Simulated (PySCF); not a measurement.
Compound: C3H7OP.
SMILES: `C[C@@H]1C[P@@H]1=O`

Computed, not measured: TDDFT CAM-B3LYP/def2-SVPD, vertical, gas phase, core orbitals frozen in the response in PySCF. Geometry: GFN2-xTB; no solvent, vibrations or thermal averaging.

Each state is given a Gaussian of 0.3 eV full width at half maximum, with ε(max) = 2.175×10⁸ f / Δν̃ (Δν̃ the width in cm⁻¹). The width is an assumption, not a result. The curve ends short of the highest state used, and states not computed would add to its high-energy end.

| E (eV) | ε (L mol⁻¹ cm⁻¹) |
| --- | --- |
| 5.77 | 1 |
| 5.80 | 2 |
| 5.83 | 5 |
| 5.86 | 10 |
| 5.89 | 20 |
| 5.92 | 35 |
| 5.95 | 60 |
| 5.97 | 82 |
| 6.00 | 127 |
| 6.03 | 186 |
| 6.06 | 257 |
| 6.09 | 337 |
| 6.12 | 417 |
| 6.15 | 489 |
| 6.18 | 542 |
| 6.21 | 568 |
| 6.24 | 563 |
| 6.27 | 529 |
| 6.30 | 469 |
| 6.33 | 394 |
| 6.35 | 341 |
| 6.38 | 261 |
| 6.41 | 190 |
| 6.44 | 132 |
| 6.47 | 89 |
| 6.50 | 62 |
| 6.53 | 49 |
| 6.56 | 51 |
| 6.59 | 69 |
| 6.62 | 107 |
| 6.65 | 173 |
| 6.68 | 278 |
| 6.70 | 376 |
| 6.73 | 575 |
| 6.76 | 846 |
| 6.79 | 1196 |
| 6.82 | 1621 |
| 6.85 | 2105 |
| 6.88 | 2627 |
| 6.91 | 3162 |
| 6.94 | 3696 |
| 6.97 | 4233 |
| 7.00 | 4799 |
| 7.03 | 5430 |
| 7.05 | 5905 |
| 7.08 | 6710 |
| 7.11 | 7603 |
| 7.14 | 8513 |
| 7.17 | 9326 |
| 7.20 | 9911 |
| 7.23 | 10156 |
| 7.26 | 9999 |
| 7.29 | 9449 |
| 7.32 | 8582 |
| 7.35 | 7515 |
| 7.38 | 6383 |

Question: Locate the maxima and give the states behind the curve.

Answer: 199 nm (6.22 eV), ε about 570, made up of S1 (100%); 171 nm (7.23 eV), ε about 10000, made up of S4 (92%) (ε in L mol⁻¹ cm⁻¹; maxima over ε = 5, shares over 10%). The states used: S1 6.22 eV (f 0.0063); S2 6.78 eV (f 0.0010); S3 6.98 eV (f 0.035); S4 7.24 eV (f 0.104); S5 7.43 eV (f 0.013); S6 7.50 eV (f 0.0060); S7 7.77 eV (f 0.051); S8 7.98 eV (f 0.0025).

Question: On this curve, what absorbance would a 10⁻⁴ mol/L sample give at 193 nm over a 1 cm path?

Answer: 193 nm is 6.424 eV, where ε is about 160 L mol⁻¹ cm⁻¹, so A = ε c l ≈ 0.016 (Beer–Lambert, with the gas-phase spectrum and the assumed width).

Question: Coming from long wavelengths, where does ε first pass 100 L mol⁻¹ cm⁻¹?

Answer: At about 207 nm (5.98 eV), 0.24 eV below S1.

Question: What would ε be at 7.23 eV, the highest of these maxima, with half the width (0.15 eV)?

Answer: About 18600 L mol⁻¹ cm⁻¹ against 10200, a factor of about 1.8; a lone state at its own centre would give exactly 2.
